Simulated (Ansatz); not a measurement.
Reaction: C2H6O (SMILES CCO) → C2H5O (SMILES O[CH]C, doublet) + H (doublet) (the C-H bond breaks)
Each species at its own B3LYP-D3(BJ)/def2-TZVP minimum (Ansatz, a quantum-chemistry and plane-wave program), one conformer.

Wanted: bond dissociation energy (electronic), in kJ/mol. Open shells are spin-unrestricted; no spin-orbit coupling. CBS(X,Y): correlation extrapolated as X^-3, Hartree-Fock from the larger set. A bracket is a step between two methods taken in the basis named. The functionals are non-relativistic, so their misses hold any scalar relativity. Double hybrids freeze cores in their MP2 part. '+ core + X2C': CCSD(T) terms for core correlation (cc-pwCVTZ) and scalar relativity (cc-pVTZ-DK). Where a partner has so few electrons that a lower coupled-cluster level is exact, that level stands in.

CCSD(T)/CBS(cc-pVTZ,cc-pVQZ) + [CCSDT(Q) - CCSD(T)]/cc-pVDZ + core + X2C (Ansatz) gives 428.2 kJ/mol.

### Question
What does PBE/def2-TZVPD (Ansatz) give here, and how do the other levels compare?

### Answer
PBE gives 400.3 kJ/mol, 27.9 kJ/mol below it. Differences of the others: r2SCAN/def2-TZVPD (Ansatz) -28.9; B3LYP/def2-TZVPD (Ansatz) -17.3; wB97M-V/def2-TZVPD (Ansatz) -6.9; B2PLYP/def2-TZVPD (Ansatz) -15.1; CCSD(T)/CBS(cc-pVTZ,cc-pVQZ) + core + X2C (Ansatz) 0.3 kJ/mol. Nearer than PBE: B3LYP/def2-TZVPD, wB97M-V/def2-TZVPD, B2PLYP/def2-TZVPD, CCSD(T)/CBS(cc-pVTZ,cc-pVQZ) + core + X2C.
